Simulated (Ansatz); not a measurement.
A nudged elastic band was laid between two geometries of CH₅AlS (8 atoms, charge 0, multiplicity 1).

These are results of RKS PBE-D4/def2-SVP in Ansatz 0.2.0, not measurements.

```json
{
 "movable images": "7",
 "climbing image": "yes",
 "spring": "5.0 eV/Å²",
 "optimiser": "lbfgs",
 "start path": "IDPP",
 "force threshold": "0.03 eV/Å",
 "iteration limit": "60",
 "end points": "relaxed"
}
```

Initial state:

```xyz
8
Properties=species:S:1:pos:R:3
C -0.736 1.072 -0.422
Al 0.576 -0.333 -0.049
S 0.004 -1.928 1.364
H -0.357 2.057 -0.075
H -1.712 0.892 0.072
H -0.916 1.171 -1.514
H 2.036 -0.408 -0.699
H 1.197 -2.580 1.266
```

Final state:

```xyz
8
Properties=species:S:1:pos:R:3
C -0.593 0.918 -0.370
Al 0.882 -0.361 -0.176
S 0.723 -2.125 1.140
H -0.284 1.921 -0.006
H -1.510 0.625 0.181
H -0.863 1.043 -1.441
H 2.285 -0.233 -0.928
H -0.549 -1.845 1.543
```

(1) Which bonds break or form, and what moves?

(2) Give the energies along the band, and the barrier.

(3) What is the geometry of the highest image?

The band took 40 iterations and of the order of 12 core-minutes.

## Answers

(1) No bond is made or broken. The dihedral C1–Al2–S3–H8 goes from -180 to 0°.

(2) The run converged. The highest image is number 4 of 0 to 8, 0.32 eV above the first end and 0.31 eV above the last; the last end lies 0.01 eV above the first. Another band between the same ends (7 images) ends at a top of the same energy, where a vibrational analysis finds 1 clearly imaginary mode.

| image | path coordinate (Å) | energy (eV) | dihedral C1–Al2–S3–H8 (°) |
| --- | --- | --- | --- |
| 0 | 0.00 | 0.00 | -180 |
| 1 | 0.39 | 0.04 | 160 |
| 2 | 0.77 | 0.15 | 138 |
| 3 | 1.16 | 0.27 | 115 |
| 4 | 1.55 | 0.32 | 92 |
| 5 | 1.93 | 0.27 | 69 |
| 6 | 2.31 | 0.15 | 45 |
| 7 | 2.70 | 0.05 | 21 |
| 8 | 3.08 | 0.01 | 0 |

(3) 
```xyz
8
Properties=species:S:1:pos:R:3
C -0.777 0.789 -0.610
Al 0.796 -0.083 0.169
S 0.598 -1.444 1.940
H -0.753 1.871 -0.350
H -1.733 0.376 -0.231
H -0.782 0.740 -1.720
H 2.265 0.233 -0.388
H 0.478 -2.539 1.135
```

Run time: 12 min on 1 thread of Arm Neoverse N1, on a shared host, peak memory 0.14 GiB.
